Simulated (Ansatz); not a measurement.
# AlH2F (triplet): from Hartree-Fock to the top rungs, cc-pVDZ

How much of the correlation energy of AlH2F (triplet) does each wave-function method recover here?

Method: cc-pVDZ, core rule «outside noble gas», up to 6 orbitals frozen; program: Ansatz 0.2.0, Gaussian basis.

Plan: UHF; CCSD(T) on ROHF; CCSD(T) on UHF; BCCD(T) on ROHF; CISD as a restricted active space (open shells left free, so some higher excitations enter); CCSDT(Q) on ROHF; CCSDT(Q) on UHF.

44 further runs of the same task are left out: 16 for a known fault of the program, 11 that didn't finish, 17 set aside as unsound or not needed. Runs told in other sessions of the task aren't counted.

**1. The geometry**

The geometry is a PBE0/def2-TZVP stationary point (not a proven minimum).

4 atoms, charge 0, spin multiplicity 3.

Atoms are counted from 1 here; the program's logs count them from 0.

Bond lengths: Al1–F2 1.669 Å, Al1–H3 1.928 Å, Al1–H4 1.928 Å. Angles: F2–Al1–H3 80.3°, F2–Al1–H4 80.3°, H3–Al1–H4 160.7°.

In the tables R marks a restricted open-shell determinant and U an unrestricted one; energies count from the table's Hartree-Fock row.

**2. UHF**

The input, in.yaml:

```yaml
crystal:
  periodic: [false, false, false]
  atoms:
    - {symbol: Al, position_ang: [0.000000, 0.000000, 0.674065]}
    - {symbol: F, position_ang: [0.000000, 0.000000, -0.994493]}
    - {symbol: H, position_ang: [0.000000, -1.900804, 0.350451]}
    - {symbol: H, position_ang: [0.000000, 1.900804, 0.350450]}
basis:
  gaussian: {orbitals: cc-pVDZ}
magnetization: {spin_polarized: true, initial_magnetization: 2}
hamiltonian: {xc: hf}
output: {orbitals: {seedname: orbitals}}
```

Command:

```
$ ansatz run in.yaml --threads 1 --pin off --events-out ev --progress --plain --max-ram 2393MiB
```

What it wrote:

```text
Functional definition: HF
  name "HF"
  cite "Fock, Z. Phys. 61, 126 (1930) doi:10.1007/BF01340294"
  parent pbe
  exchange = exact_x
  correlation = 0
396 factors; integrals over basis functions are off by at most 1.3e-3 eV
mean field evaluation 1: about -9315.0570 eV, gradient 1.9e1 eV
mean field evaluation 2: about -9315.0999 eV, gradient 1.9e1 eV
mean field evaluation 4: about -9316.9937 eV, gradient 2.6e0 eV
mean field evaluation 8: about -9317.1757 eV, gradient 1.8e-1 eV
mean field evaluation 16: about -9317.1768 eV, gradient 2.6e-5 eV
mean field evaluation 32: about -9317.1727 eV, gradient 8.5e-2 eV
mean field evaluation 64: about -9313.7230 eV, gradient 6.7e0 eV
mean field -9317.17678706 eV, -342.3999315151 hartree, gradient 5.5e-6 eV, S^2 2.033874; 1 other end points of the search recorded, 0 dependent functions left out
reference -9317.17678706 eV, -342.3999315151 hartree; 13, 11 occupied and 29, 31 virtual orbitals, 396 factors
Total energy: -9317.17678706 eV, -342.3999315151 hartree
```

Wall time 0.48 s (1 thread of Arm Neoverse V2, shared host).

From the report: ⟨S²⟩ of the determinant 2.034 (pure triplet: 2.00).

**3. CCSD(T) on ROHF**

in.yaml: that of step 2 with these lines changed.

```diff
@@ -9,4 +9,4 @@
   gaussian: {orbitals: cc-pVDZ}
-magnetization: {spin_polarized: true, initial_magnetization: 2}
-hamiltonian: {xc: hf}
-output: {orbitals: {seedname: orbitals}}
+magnetization: {spin_polarized: false, initial_magnetization: 2}
+correlation: {method: ccsd_t, electrons: outside_noble_gas}
+output: {forces: true}
```

Same command.

What it wrote, shortened:

```text
Functional definition: HF
  name "HF"
  cite "Fock, Z. Phys. 61, 126 (1930) doi:10.1007/BF01340294"
  parent pbe
[...]
396 factors; integrals over basis functions are off by at most 1.3e-3 eV
[...]
mean field -9316.97771226 eV, -342.3926156513 hartree, gradient 4.2e-6 eV, S^2 2.000000; 4 other end points of the search recorded, 0 dependent functions left out
[...]
determinant -9316.97771226 eV, -342.3926156513 hartree, with singles and doubles -9324.41932199 eV, -342.6660897648 hartree
determinant -9314.86043746 eV, -342.3148072375 hartree, with singles and doubles -9322.76229864 eV, -342.6051952799 hartree
determinant -9313.86166556 eV, -342.2781030470 hartree, with singles and doubles -9322.17451709 eV, -342.5835947062 hartree
6 core orbitals not correlated: weight in the atoms' cores, before any rotation towards them, 1.000 or more for the frozen orbitals, at most 0.000 for the correlated occupied ones
reference -9316.97771226 eV, -342.3926156513 hartree; 7, 5 occupied and 29, 31 virtual orbitals, 396 factors
second order -6.75688522 eV of doubles, -0.11158642 eV of singles
cycle   1  -7.44428527 eV  change   -2.7e-3 eV  update   2.4e-3
[...]
cycle  10  -7.44740540 eV  change   -1.2e-6 eV  update   5.6e-7
perturbative correction -0.15689577 eV, -0.0057658133 hartree
[...]
Total energy: -9324.58201344 eV, -342.6720685652 hartree
Atom 0 at     0.000000     0.000000     0.674065 Å, force    -0.000000     0.000000     1.368448 eV/Å
Atom 1 at     0.000000     0.000000    -0.994493 Å, force     0.000000     0.000000    -1.366866 eV/Å
Atom 2 at     0.000000    -1.900804     0.350451 Å, force    -0.000000    -0.319852    -0.000791 eV/Å
Atom 3 at     0.000000     1.900804     0.350450 Å, force     0.000000     0.319852    -0.000791 eV/Å
Dipole moment:     0.000000     0.000000     0.281403 e Å
```

It took 3.8 s on 1 thread of Arm Neoverse V2, shared host.

From the report: correlation -7.6043 eV; T1 0.042; largest double amplitude 0.13.

**4. CCSD(T) on UHF**

in.yaml: that of step 3 with these lines changed.

```diff
@@ -9,3 +9,3 @@
   gaussian: {orbitals: cc-pVDZ}
-magnetization: {spin_polarized: false, initial_magnetization: 2}
+magnetization: {spin_polarized: true, initial_magnetization: 2}
 correlation: {method: ccsd_t, electrons: outside_noble_gas}
```

The command is unchanged.

What it wrote, shortened:

```text
Functional definition: HF
  name "HF"
  cite "Fock, Z. Phys. 61, 126 (1930) doi:10.1007/BF01340294"
  parent pbe
[...]
396 factors; integrals over basis functions are off by at most 1.3e-3 eV
[...]
mean field -9317.17678706 eV, -342.3999315151 hartree, gradient 5.0e-6 eV, S^2 2.033874; 7 other end points of the search recorded, 0 dependent functions left out
determinant -9317.17678706 eV, -342.3999315151 hartree, with singles and doubles -9324.42132579 eV, -342.6661634029 hartree
determinant -9315.15791682 eV, -342.3257394025 hartree, with singles and doubles -9322.76032163 eV, -342.6051226260 hartree
determinant -9314.56488138 eV, -342.3039457520 hartree, with singles and doubles -9322.13401565 eV, -342.5821063056 hartree
6 core orbitals not correlated: weight in the atoms' cores, before any rotation towards them, 1.000 or more for the frozen orbitals, at most 0.000 for the correlated occupied ones
reference -9317.17678706 eV, -342.3999315151 hartree; 7, 5 occupied and 29, 31 virtual orbitals, 396 factors
second order -6.71650776 eV of doubles, -0.00000000 eV of singles
cycle   1  -7.24725674 eV  change   -2.7e-3 eV  update   2.8e-3
[...]
cycle  14  -7.25113315 eV  change    1.7e-8 eV  update   3.5e-8
perturbative correction -0.15549625 eV, -0.0057143819 hartree
[...]
Total energy: -9324.58341646 eV, -342.6721201253 hartree
Atom 0 at     0.000000     0.000000     0.674065 Å, force     0.000000     0.000000     1.374714 eV/Å
Atom 1 at     0.000000     0.000000    -0.994493 Å, force    -0.000000    -0.000000    -1.371479 eV/Å
Atom 2 at     0.000000    -1.900804     0.350451 Å, force     0.000000    -0.319528    -0.001618 eV/Å
Atom 3 at     0.000000     1.900804     0.350450 Å, force    -0.000000     0.319528    -0.001618 eV/Å
Dipole moment:    -0.000000    -0.000000     0.280716 e Å
```

Run time: 4.1 s. Hardware: 1 thread of Arm Neoverse V2, shared host.

From the report: ⟨S²⟩ of the determinant 2.034 (pure triplet: 2.00); correlation -7.4066 eV; T1 0.029; largest double amplitude 0.12.

**5. BCCD(T) on ROHF**

in.yaml: that of step 4 with these lines changed.

```diff
@@ -9,4 +9,3 @@
   gaussian: {orbitals: cc-pVDZ}
-magnetization: {spin_polarized: true, initial_magnetization: 2}
-correlation: {method: ccsd_t, electrons: outside_noble_gas}
-output: {forces: true}
+magnetization: {spin_polarized: false, initial_magnetization: 2}
+correlation: {method: bccd_t, electrons: outside_noble_gas}
```

Same command.

What it wrote, shortened:

```text
Functional definition: HF
  name "HF"
  cite "Fock, Z. Phys. 61, 126 (1930) doi:10.1007/BF01340294"
  parent pbe
[...]
396 factors; integrals over basis functions are off by at most 1.3e-3 eV
[...]
mean field -9316.97771226 eV, -342.3926156513 hartree, gradient 4.2e-6 eV, S^2 2.000000; 4 other end points of the search recorded, 0 dependent functions left out
[...]
determinant -9316.97771226 eV, -342.3926156513 hartree, with singles and doubles -9324.41932199 eV, -342.6660897648 hartree
determinant -9314.86043746 eV, -342.3148072375 hartree, with singles and doubles -9322.76229864 eV, -342.6051952799 hartree
determinant -9313.86166556 eV, -342.2781030470 hartree, with singles and doubles -9322.17451709 eV, -342.5835947062 hartree
6 core orbitals not correlated: weight in the atoms' cores, before any rotation towards them, 1.000 or more for the frozen orbitals, at most 0.000 for the correlated occupied ones
reference -9316.97771226 eV, -342.3926156513 hartree; 7, 5 occupied and 29, 31 virtual orbitals, 396 factors
second order -6.75688522 eV of doubles, -0.11158642 eV of singles
cycle   1  -7.42865887 eV  change    1.3e-2 eV  update   1.9e-2
[...]
cycle  10  -7.41865448 eV  change    7.8e-6 eV  update   1.2e-5
perturbative correction -0.19112689 eV, -0.0070237835 hartree
Total energy: -9324.58749363 eV, -342.6722699584 hartree
```

It took 2.2 s on 1 thread of Arm Neoverse V2, shared host.

From the report: correlation -7.6098 eV; largest double amplitude 0.13.

**6. CISD as a restricted active space (open shells left free, so some higher excitations enter)**

in.yaml: that of step 5 with these lines changed.

```diff
@@ -10,2 +10,2 @@
 magnetization: {spin_polarized: false, initial_magnetization: 2}
-correlation: {method: bccd_t, electrons: outside_noble_gas}
+correlation: {active_space: {ras: {orbitals: [5, 2, 29], electrons: 12, max_holes: 2, max_particles: 2}, fixed_orbitals: true}}
```

Launched as before.

What it wrote:

```text
Functional definition: HF
  name "HF"
  cite "Fock, Z. Phys. 61, 126 (1930) doi:10.1007/BF01340294"
  parent pbe
  exchange = exact_x
  correlation = 0
396 factors; integrals over basis functions are off by at most 1.3e-3 eV
mean field evaluation 1: about -9314.8363 eV, gradient 2.8e1 eV
mean field evaluation 2: about -9314.8715 eV, gradient 2.8e1 eV
mean field evaluation 4: about -9316.8172 eV, gradient 2.5e0 eV
mean field evaluation 8: about -9316.9684 eV, gradient 5.3e-1 eV
mean field evaluation 16: about -9316.7455 eV, gradient 1.6e0 eV
mean field -9316.97771226 eV, -342.3926156513 hartree, gradient 4.2e-6 eV, S^2 2.000000; 2 other end points of the search recorded, 0 dependent functions left out
reference -9316.97771226 eV, -342.3926156513 hartree; 13, 11 occupied and 29, 31 virtual orbitals, 396 factors
state -9323.81326935 eV, -342.6438177411 hartree
Total energy: -9323.81326935 eV, -342.6438177411 hartree
```

Run time: 2.7 s. Hardware: 1 thread of Arm Neoverse V2, shared host.

From the report: 48,724 determinants.

**7. CCSDT(Q) on ROHF**

in.yaml: that of step 6 with these lines changed.

```diff
@@ -10,2 +10,2 @@
 magnetization: {spin_polarized: false, initial_magnetization: 2}
-correlation: {active_space: {ras: {orbitals: [5, 2, 29], electrons: 12, max_holes: 2, max_particles: 2}, fixed_orbitals: true}}
+correlation: {method: ccsdt_q, electrons: outside_noble_gas}
```

The command is unchanged.

What it wrote, shortened:

```text
Functional definition: HF
  name "HF"
  cite "Fock, Z. Phys. 61, 126 (1930) doi:10.1007/BF01340294"
  parent pbe
[...]
767 factors; integrals over basis functions are off by at most 2.1e-7 eV
[...]
mean field -9316.97795382 eV, -342.3926245284 hartree, gradient 3.8e-6 eV, S^2 2.000000; 4 other end points of the search recorded, 0 dependent functions left out
[...]
determinant -9316.97795382 eV, -342.3926245284 hartree, with singles and doubles -9324.41958082 eV, -342.6660992766 hartree
determinant -9314.86068237 eV, -342.3148162377 hartree, with singles and doubles -9322.76255915 eV, -342.6052048533 hartree
determinant -9313.86191580 eV, -342.2781122433 hartree, with singles and doubles -9322.17477710 eV, -342.5836042616 hartree
6 core orbitals not correlated: weight in the atoms' cores, before any rotation towards them, 1.000 or more for the frozen orbitals, at most 0.000 for the correlated occupied ones
reference -9316.97795382 eV, -342.3926245284 hartree; 7, 5 occupied and 29, 31 virtual orbitals, 767 factors
second order -6.75691870 eV of doubles, -0.11158688 eV of singles
cycle   1  -7.01376369 eV  change   -1.4e-1 eV  update   1.1e-1
[...]
cycle  19  -7.62732787 eV  change   -5.6e-7 eV  update   7.1e-7
perturbative correction -0.01408425 eV, -0.0005175866 hartree
Total energy: -9324.61936593 eV, -342.6734412441 hartree
```

Wall time 21 s (1 thread of Arm Neoverse V2, shared host); peak memory 0.32 GiB.

From the report: correlation -7.6414 eV; T1 0.044; largest double amplitude 0.14.

**8. CCSDT(Q) on UHF**

in.yaml: that of step 7 with these lines changed.

```diff
@@ -9,3 +9,3 @@
   gaussian: {orbitals: cc-pVDZ}
-magnetization: {spin_polarized: false, initial_magnetization: 2}
+magnetization: {spin_polarized: true, initial_magnetization: 2}
 correlation: {method: ccsdt_q, electrons: outside_noble_gas}
```

Launched as before.

What it wrote, shortened:

```text
Functional definition: HF
  name "HF"
  cite "Fock, Z. Phys. 61, 126 (1930) doi:10.1007/BF01340294"
  parent pbe
[...]
767 factors; integrals over basis functions are off by at most 2.1e-7 eV
[...]
mean field -9317.17702956 eV, -342.3999404270 hartree, gradient 4.0e-6 eV, S^2 2.033874; 7 other end points of the search recorded, 0 dependent functions left out
determinant -9317.17702956 eV, -342.3999404270 hartree, with singles and doubles -9324.42158466 eV, -342.6661729162 hartree
determinant -9315.15816139 eV, -342.3257483903 hartree, with singles and doubles -9322.76058163 eV, -342.6051321808 hartree
determinant -9314.56513974 eV, -342.3039552465 hartree, with singles and doubles -9322.13427695 eV, -342.5821159082 hartree
6 core orbitals not correlated: weight in the atoms' cores, before any rotation towards them, 1.000 or more for the frozen orbitals, at most 0.000 for the correlated occupied ones
reference -9317.17702956 eV, -342.3999404270 hartree; 7, 5 occupied and 29, 31 virtual orbitals, 767 factors
second order -6.71654040 eV of doubles, -0.00000000 eV of singles
cycle   1  -6.83799226 eV  change   -1.2e-1 eV  update   1.0e-1
[...]
cycle  18  -7.42854696 eV  change   -3.4e-7 eV  update   1.3e-6
perturbative correction -0.01777143 eV, -0.0006530880 hartree
Total energy: -9324.62334795 eV, -342.6735875805 hartree
```

Wall time 18 s (1 thread of Arm Neoverse V2, shared host); peak memory 0.27 GiB.

From the report: ⟨S²⟩ of the determinant 2.034 (pure triplet: 2.00); correlation -7.4463 eV; T1 0.030; largest double amplitude 0.14.

**9. All levels against the top one**

The yardstick is UCCSDT(Q), where the cluster series has nearly closed. Rows without a time are mean-field rows or come out of runs for another level: lower rungs of the coupled-cluster runs, or the Hartree-Fock search. The times of RCCSD(T), UCCSD(T) include forces.

Differences are taken before rounding.

```csv
method,energy from the lowest ROHF (kcal/mol),from UCCSDT(Q) (kcal/mol),time
ROHF,0.00,+176.31,
UHF,-4.59,+171.72,
RMP2,-158.39,+17.92,
UMP2,-159.48,+16.84,
CISD,-157.63,+18.68,2.7 s
RCCSD,-171.74,+4.57,
UCCSD,-171.81,+4.51,
RCCSD(T),-175.36,+0.95,3.8 s
UCCSD(T),-175.39,+0.92,4.1 s
BCCD(T),-175.49,+0.83,2.2 s
RCCSDT,-175.90,+0.42,
UCCSDT,-175.90,+0.41,
RCCSDT(Q),-176.22,+0.09,21 s
UCCSDT(Q),-176.31,0,18 s
```

Among the levels timed on like hardware and quicker than the yardstick, those that no quicker one beats, quickest first: BCCD(T) (2.2 s, +0.83 kcal/mol).

With the free atoms at the same levels and basis (separate runs), the atomisation energy is 6.140 eV at UCCSDT(Q), 6.115 eV at RCCSD(T), 6.115 eV at UCCSD(T), 4.138 eV at ROHF.

**10. Outcome**

```
                         quantity                                                   value
    UCCSDT(Q) from the ROHF energy                                              -7.6456 eV
              RMP2 from UCCSDT(Q)                                         +17.92 kcal/mol
              UMP2 from UCCSDT(Q)                                         +16.84 kcal/mol
             RCCSD from UCCSDT(Q)                                          +4.57 kcal/mol
          RCCSD(T) from UCCSDT(Q)                                          +0.95 kcal/mol
          UCCSD(T) from UCCSDT(Q)                                          +0.92 kcal/mol
         RCCSDT(Q) from UCCSDT(Q)                                          +0.09 kcal/mol
levels within 1 kcal/mol (43 meV)  RCCSD(T), UCCSD(T), BCCD(T), RCCSDT, UCCSDT, RCCSDT(Q)
                    T1 diagnostic                                                   0.042
```

**Reading.** RCCSD(T) lands +0.95 kcal/mol from the yardstick (0.5 % of the correlation energy). These misses are within one basis, not against nature; the frozen cores of restricted and unrestricted runs differ, which can shift their rows.

With open shells the CI space here admits some higher excitations, so it is larger than plain CISD.

BCCD(T) reaches 0.83 kcal/mol from the reference in 2.2 s, where UCCSDT(Q) took 18 s.
